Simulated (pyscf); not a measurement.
# Addition across a multiple bond or ene-type step: `[BH]=[O]` + `[ClH]` → `[OH][BH][Cl]`

Gas phase, singlet surface, charge 0. Bonds broken: Cl4–H5. Bonds formed: B1–Cl4, O2–H5. PySCF, gas phase, ωB97X-D3(BJ)/def2-SVP geometries. Correlated levels are frozen-core, on RHF or UHF. ΔMP2 is the change of the MP2 total energy from the triple- to the quadruple-zeta basis.

Transition state (Å):

```xyz
5

B     -0.3210     0.6806     0.4591
O      0.1655     0.3218    -0.6369
H     -0.3319     1.2025     1.5300
Cl    -2.3153    -0.2856     0.0021
H     -1.0573    -0.2131    -0.8014
```

One imaginary mode, 1357i cm⁻¹; descent along it reached the two sides named, in the forms told below.

```csv
bond,change,reactant side (Å),saddle,product side
Cl4–H5,breaks,1.290,1.494,2.7
B1–Cl4,forms,3.5,2.263,1.773
O2–H5,forms,2.094,1.345,0.966
```

Electronic energies relative to the separated reactants (eV):

```tsv
level	barrier	reaction energy	reverse barrier
ωB97X-D3(BJ)/def2-TZVP	0.66	-1.60	2.26
PBE/def2-TZVP	0.42	-1.51	1.93
r²SCAN/def2-TZVP	0.46	-1.61	2.08
B3LYP-D3(BJ)/def2-TZVP	0.65	-1.46	2.12
PBE0-D3(BJ)/def2-TZVP	0.48	-1.69	2.17
M06-2X/def2-TZVP	0.60	-1.63	2.23
ωB97M-D3(BJ)/def2-TZVP	0.68	-1.50	2.18
HF/def2-TZVP	1.20	-1.51	2.72
MP2/def2-QZVPP	0.72	-1.45	2.17
CCSD/def2-TZVPP	0.89	-1.48	2.37
CCSD(T)/def2-TZVPP	0.80	-1.45	2.25
CCSD(T)/def2-TZVPP + ΔMP2(QZVPP)	0.78	-1.46	2.24
```

With CCSD(T)/def2-TZVPP + ΔMP2(QZVPP) energies and thermal terms (ideal gas, 1 atm, RRHO with modes under 100 cm⁻¹ raised to 100, one conformer, R ln 2 for rigid chiral ones), in eV:

```tsv
T (K)	ΔH‡	ΔG‡	ΔH	ΔG
298	0.72	1.10	-1.31	-0.92
600	0.70	1.49	-1.32	-0.52
900	0.71	1.88	-1.32	-0.12
1200	0.72	2.27	-1.30	+0.27
```

On the reactant side the descent ends in a complex (not fully relaxed), 0.19 eV under the separated species and 0.85 eV under the saddle at ωB97X-D3(BJ)/def2-TZVP. One saddle was located; it need not be the lowest between these sides. The CCSD(T) − MP2 part came from Ansatz, without density fitting, on the same reference.
